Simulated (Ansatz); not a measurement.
# One shape, several levels: AlH3 (SMILES [H][Al]([H])[H])

Aim: a comparison of 6 runs (HF/3-21G, UHF/3-21G, PBE/6-31G*, wB97X/6-31G*, CCSDT/3-21G, UCCSD(T)/6-31G*) of AlH3. 

The calculation is run with Ansatz 0.2.0.

61 further runs of the same task are left out: 2 that didn't finish, 59 set aside as unsound or not needed.

### 1 The structure to begin with

AlH3 has 4 atoms, charge 0, and is taken as a singlet. SMILES: `[H][Al]([H])[H]`. The H2–Al1 distance was set to 2.330 Å, away from the relaxed value. At this shape a bond of the SMILES string is far longer than usual.

Bond lengths: Al1–H3 1.553 Å, Al1–H4 1.553 Å. Angles: H3–Al1–H4 120.0°.

### 2 The energy at HF/3-21G (run 1)

input.yaml reads:

```yaml
crystal:
  periodic: [false, false, false]
  atoms:
    - {symbol: Al, position_ang: [-0.776298, 0.015229, -0.007275]}
    - {symbol: H, position_ang: [1.552650, -0.030520, 0.014610]}
    - {symbol: H, position_ang: [-1.526098, 1.375089, -0.026415]}
    - {symbol: H, position_ang: [-1.579118, -1.314051, -0.002815]}
basis:
  gaussian:
    orbitals: 3-21G.json
accuracy: high
hamiltonian:
  xc: hf
```

The basis set 3-21G is read from a file made from the Basis Set Exchange's data (not shown).

On the command line:

```bash
ansatz run input.yaml --threads 1 --pin off --max-ram 2610MiB --events-out events.jsonl --progress --plain --runs-dir runs
```

The program printed:

```text
Warning: RAYON_NUM_THREADS=1 ignored (pool sized by the plan → 1); use --threads N
Functional definition: HF
  name "HF"
  exchange = exact_x
  correlation = 0
369 factors; integrals over basis functions are off by at most 2.5e-9 eV
mean field evaluation 1: about -6590.7389 eV, gradient 7.5e0 eV
mean field evaluation 2: about -6590.7394 eV, gradient 7.5e0 eV
mean field evaluation 4: about -6591.1589 eV, gradient 3.8e-1 eV
mean field evaluation 8: about -6591.1604 eV, gradient 3.5e-5 eV
mean field -6591.16043654 eV, -242.2206783939 hartree, gradient 1.7e-8 eV, S^2 0.000000; 0 other end points of the search recorded, 0 dependent functions left out
reference -6591.16043654 eV, -242.2206783939 hartree; 8, 8 occupied and 11, 11 virtual orbitals, 369 factors
Total energy: -6591.16043654 eV, -242.2206783939 hartree
```

Wall time 0.08 s (1 thread of Arm Neoverse V2, shared host).

### 3 A single-point energy at UHF/3-21G (run 2)

job.yaml reads:

```yaml
crystal:
  periodic: [false, false, false]
  atoms:
    - {symbol: Al, position_ang: [-0.776298, 0.015229, -0.007275]}
    - {symbol: H, position_ang: [1.552650, -0.030520, 0.014610]}
    - {symbol: H, position_ang: [-1.526098, 1.375089, -0.026415]}
    - {symbol: H, position_ang: [-1.579118, -1.314051, -0.002815]}
basis:
  gaussian:
    orbitals: 3-21G.json
hamiltonian:
  xc: hf
magnetization:
  spin_polarized: true
  initial_magnetization: 0
total_charge: 0
accuracy: high
```

The basis set 3-21G is read from a file made from the Basis Set Exchange's data (not shown).

On the command line:

```bash
ansatz run job.yaml --threads 1 --pin off --max-ram 2610MiB --events-out events.jsonl --progress --plain --runs-dir runs
```

The program printed:

```text
Warning: RAYON_NUM_THREADS=1 ignored (pool sized by the plan → 1); use --threads N
[... 4 set-up lines as earlier in the session ...]
369 factors; integrals over basis functions are off by at most 2.5e-9 eV
mean field evaluation 1: about -6590.7389 eV, gradient 5.3e0 eV
mean field evaluation 2: about -6590.7394 eV, gradient 5.3e0 eV
mean field evaluation 4: about -6591.1591 eV, gradient 2.7e-1 eV
mean field evaluation 8: about -6591.1604 eV, gradient 2.2e-8 eV
mean field evaluation 16: about -6591.1688 eV, gradient 4.7e-3 eV
mean field evaluation 32: about -6590.8474 eV, gradient 2.3e0 eV
mean field evaluation 64: about -6578.7948 eV, gradient 1.0e1 eV
mean field -6591.16884210 eV, -242.2209872924 hartree, gradient 7.9e-9 eV, S^2 0.104678; 3 other end points of the search recorded, 0 dependent functions left out
reference -6591.16884210 eV, -242.2209872924 hartree; 8, 8 occupied and 11, 11 virtual orbitals, 369 factors
Total energy: -6591.16884210 eV, -242.2209872924 hartree
```

Run time: 0.12 s. Hardware: 1 thread of Arm Neoverse V2, shared host.

Runs 3 to 4 aren't shown in full; the table further down has their settings and results.

### 4 The energy at CCSDT/3-21G (run 5)

run.yaml reads:

```yaml
crystal:
  periodic: [false, false, false]
  atoms:
    - symbol: Al
      position_ang: [-0.776298, 0.015229, -0.007275]
    - symbol: H
      position_ang: [1.552650, -0.030520, 0.014610]
    - symbol: H
      position_ang: [-1.526098, 1.375089, -0.026415]
    - symbol: H
      position_ang: [-1.579118, -1.314051, -0.002815]
basis:
  gaussian: {orbitals: 3-21G.json}
accuracy: high
correlation: {method: ccsdt, frozen_orbitals: {Al: 5, H: 0}}
scf: {omitted_lower_state_checks: [cluster_reference, increment]}
```

The basis set 3-21G is read from a file made from the Basis Set Exchange's data (not shown).

On the command line:

```bash
ansatz run run.yaml --threads 1 --pin off --max-ram 2610MiB --events-out events.jsonl --progress --plain --runs-dir runs
```

The program printed, cut to the lines that bear on the results:

```text
Warning: RAYON_NUM_THREADS=1 ignored (pool sized by the plan → 1); use --threads N
[... 2 set-up lines as earlier in the session ...]
[...]
369 factors; integrals over basis functions are off by at most 2.5e-9 eV
[...]
mean field -6591.16043654 eV, -242.2206783939 hartree, gradient 1.7e-8 eV, S^2 0.000000; 0 other end points of the search recorded, 0 dependent functions left out; unrestricted orbitals would lower it
5 core orbitals not correlated: weight in the atoms' cores, before any rotation towards them, 1.000 or more for the frozen orbitals, at most 0.000 for the correlated occupied ones
reference -6591.16043654 eV, -242.2206783939 hartree; 3, 3 occupied and 11, 11 virtual orbitals, 369 factors
second order -1.29045309 eV of doubles, -0.00000000 eV of singles
cycle   1  -1.67640469 eV  change   -3.9e-1 eV  update   7.1e-2
[...]
cycle  21  -1.99860856 eV  change  -5.6e-10 eV  update  3.5e-10
Total energy: -6593.15904510 eV, -242.2941259038 hartree
Checks for a lower state left out: cluster_reference, increment
```

It took 0.16 s on 1 thread of Arm Neoverse V2, shared host.

### 5 A single-point energy at UCCSD(T)/6-31G(d) (spherical functions) (run 6)

molecule.yaml reads:

```yaml
crystal:
  periodic: [false, false, false]
  atoms:
    - {symbol: Al, position_ang: [-0.776298, 0.015229, -0.007275]}
    - {symbol: H, position_ang: [1.552650, -0.030520, 0.014610]}
    - {symbol: H, position_ang: [-1.526098, 1.375089, -0.026415]}
    - {symbol: H, position_ang: [-1.579118, -1.314051, -0.002815]}
basis:
  gaussian:
    orbitals: 6-31G_st_-spherical.json
accuracy: high
magnetization:
  spin_polarized: true
  initial_magnetization: 0
scf:
  omitted_lower_state_checks: [cluster_reference, increment]
correlation:
  method: ccsd_t
  frozen_orbitals: {Al: 5, H: 0}
```

The basis set 6-31G* is read from a file made from the Basis Set Exchange's data (not shown).

On the command line:

```bash
ansatz run molecule.yaml --threads 1 --pin off --max-ram 2610MiB --events-out events.jsonl --progress --plain --runs-dir runs
```

The program printed, cut to the lines that bear on the results:

```text
Warning: RAYON_NUM_THREADS=1 ignored (pool sized by the plan → 1); use --threads N
[... 2 set-up lines as earlier in the session ...]
[...]
452 factors; integrals over basis functions are off by at most 4.3e-9 eV
[...]
mean field -6627.30262762 eV, -243.5488794180 hartree, gradient 2.0e-8 eV, S^2 0.061343; 3 other end points of the search recorded, 0 dependent functions left out
5 core orbitals not correlated: weight in the atoms' cores, before any rotation towards them, 1.000 or more for the frozen orbitals, at most 0.000 for the correlated occupied ones
reference -6627.30262762 eV, -243.5488794180 hartree; 3, 3 occupied and 16, 16 virtual orbitals, 452 factors
second order -1.50311312 eV of doubles, -0.00000000 eV of singles
cycle   1  -1.90615112 eV  change   -4.0e-1 eV  update   7.0e-2
[...]
cycle  23  -2.24211414 eV  change   2.1e-10 eV  update  4.8e-10
perturbative correction -0.04301176 eV, -0.0015806530 hartree
Total energy: -6629.58775352 eV, -243.6328562457 hartree
Checks for a lower state left out: cluster_reference, increment
```

Wall time 0.3 s (1 thread of Arm Neoverse V2, shared host).

### 6 Overview of the runs

```tsv
run	level	frozen core orbitals	energy (Eh)	wall time
1	HF/3-21G	–	-242.220678	0.08 s
2	UHF/3-21G	–	-242.220987	0.12 s
3	PBE/6-31G* (spherical functions)	–	-243.967700	0.7 s
4	wB97X/6-31G* (spherical functions)	–	-244.106681	3.3 s
5	CCSDT/3-21G	5	-242.294126	0.16 s
6	UCCSD(T)/6-31G* (spherical functions)	5	-243.632856	0.3 s
```

### 7 Outcome

```
                                          quantity          value
                               run 6: total energy  -243.63286 Eh
run 6: correlation energy (5 core orbitals frozen)      -84.0 mEh
                             run 6: (T) correction      -1.58 mEh
          run 6: ⟨S²⟩ of the reference determinant          0.061
                              run 6: T1 diagnostic          0.044
```

Totals of different functionals can't be ranked against each other. In run 5 the log says that unrestricted orbitals would lower the reference, so the values rest on an unstable closed-shell determinant (other closed-shell runs at this shape may share the fault). Spin contamination of the reference: run 2 ⟨S²⟩ = 0.10. All runs together took 4.7 s, the longest 3.3 s.
